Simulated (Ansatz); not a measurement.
Basis-set extrapolation for `C#CCOC=O` (PBE0-D4/def2-TZVP geometry, frozen core, Ansatz 0.2.0). Multiplicity 1, RHF reference.

```csv
,def2-TZVPP,def2-QZVPP
HF,-303.580223,-303.593487
MP2 correlation,-1.081510,-1.158927
CCSD(T) correlation,-1.150624,not run
```

Energies in hartree. Use E(X) = E(∞) + A·exp(−7.88·√X) for Hartree–Fock and E(X) = E(∞) + B·X^(−2.97) for correlation, with X = 3 and 4, and add CCSD(T) minus MP2 of the smaller set to the MP2 limit.

Q: What is the CCSD(T) energy at the basis-set limit?

A: HF limit: -303.593487 + (-0.013264) × 0.13774 = -303.59531. MP2 limit: -1.158927 + (-0.077417) × 0.74074 = -1.21627. Higher-order term: -1.150624 − (-1.081510) = -0.06911. Total: -304.88069 hartree, 4.08 eV below CCSD(T)/def2-TZVPP.
